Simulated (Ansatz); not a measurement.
# C₃H₇NS: up Jacob's ladder to CCSD(T)

How much do the methods differ for C₃H₇NS? The plan is to run it at one geometry with functionals of several rungs and with coupled cluster. The yardstick is the atomisation energy at the CCSD(T) limit.

The runs use Ansatz 0.2.0, Gaussian basis; functionals in def2-TZVPP, the program's frozen cores in correlated methods.

Levels to be run: PBE-D4, r2SCAN-D4, PBE0-D4, B3LYP-D4, ωB97X-V, ωB97M-V, B2PLYP; CCSD(T)/def2-TZVPP; MP2/def2-QZVPP; extrapolation to the limit.

## Step 1: Structure used throughout

The geometry comes from an earlier relaxation with PBE0-D4 in a triple-zeta def2 set; it is a stationary point, not always the lowest conformer.

SMILES `CNCC=S`, 12 atoms, charge 0, spin multiplicity 1.

Atoms are counted from 1 here; the program's logs count them from 0.

Bond lengths: C1–N2 1.449 Å, C1–H6 1.091 Å, C1–H7 1.093 Å, C1–H8 1.102 Å, N2–C3 1.445 Å, N2–H9 1.010 Å, C3–C4 1.495 Å, C3–H10 1.099 Å, C3–H11 1.101 Å, C4–S5 1.607 Å, C4–H12 1.094 Å. Angles: N2–C1–H6 109.6°, N2–C1–H7 109.7°, N2–C1–H8 113.7°, H6–C1–H7 107.5°, H6–C1–H8 108.6°, H7–C1–H8 107.5°, C1–N2–C3 113.2°, C1–N2–H9 110.4°, C3–N2–H9 110.0°, N2–C3–C4 111.2°, N2–C3–H10 108.3°, N2–C3–H11 114.6°, C4–C3–H10 106.1°, C4–C3–H11 109.1°, H10–C3–H11 107.1°, C3–C4–S5 126.0°, C3–C4–H12 113.3°, S5–C4–H12 120.7°.

## Step 2: PBE-D4 (GGA)

File in.yaml:

```yaml
crystal:
  periodic: [false, false, false]
  atoms:
    - {symbol: C, position_ang: [-1.222930, -0.825580, -0.380940]}
    - {symbol: N, position_ang: [-0.424230, -0.433753, 0.762475]}
    - {symbol: C, position_ang: [0.885953, 0.055435, 0.399563]}
    - {symbol: C, position_ang: [0.813186, 1.449028, -0.136857]}
    - {symbol: S, position_ang: [1.709430, 2.049718, -1.327529]}
    - {symbol: H, position_ang: [-2.180633, -1.222136, -0.040528]}
    - {symbol: H, position_ang: [-1.430707, 0.049287, -1.002465]}
    - {symbol: H, position_ang: [-0.738904, -1.579109, -1.022429]}
    - {symbol: H, position_ang: [-0.338145, -1.203317, 1.411185]}
    - {symbol: H, position_ang: [1.496889, 0.112141, 1.311156]}
    - {symbol: H, position_ang: [1.430951, -0.579252, -0.316599]}
    - {symbol: H, position_ang: [0.076140, 2.072440, 0.376967]}
basis:
  gaussian: {orbitals: def2-TZVPP}
hamiltonian: {xc: pbe, dispersion: d4}
output: {forces: true, orbitals: {seedname: orbitals}}
```

Launch:

```
$ ansatz run in.yaml --threads 4 --pin off --events-out ev --progress --plain --max-ram 10444MiB
```

The runs that follow: r2SCAN-D4 (meta-GGA); PBE0-D4 (hybrid); B3LYP-D4 (hybrid); ωB97X-V (range-separated); ωB97M-V (range-separated); B2PLYP (double hybrid); CCSD(T) in def2-TZVPP; MP2 in def2-QZVPP.

**Question.** What will the summary of the whole plan be? Wanted: atomisation energy, CCSD(T)/CBS; farthest; mean size of error, hybrid; mean size of error, range-separated; gap, smallest and largest; T1 diagnostic; triples share of the correlation energy.

As calculated:

| quantity | value |
| --- | --- |
| atomisation energy, CCSD(T)/CBS | 4510.4 kJ/mol |
| functionals within 22.6 kJ/mol (0.5 %) | r2SCAN-D4, B3LYP-D4, ωB97X-V |
| farthest | PBE-D4 (+132.8 kJ/mol) |
| mean size of error, hybrid | 26.9 kJ/mol |
| mean size of error, range-separated | 21.0 kJ/mol |
| gap, smallest and largest | 2.11 eV (PBE-D4), 8.92 eV (ωB97X-V) |
| T1 diagnostic | 0.0139 |
| triples share of the correlation energy | 4.3 % |

PBE-D4 is off by +132.8 kJ/mol. Double hybrids carry the basis error of their MP2 part in triple zeta, and no dispersion term here, so their miss is partly the set-up's. Misses under about 22.6 kJ/mol are within the doubt on the reference itself, which lacks core-valence correlation, relativity and higher excitations. Hartree-Fock recovers 71 % of the binding; the rest is correlation. Orbital gaps span 2.1 to 8.9 eV; exact exchange widens them. The restricted reference is unstable towards a spin-broken one.
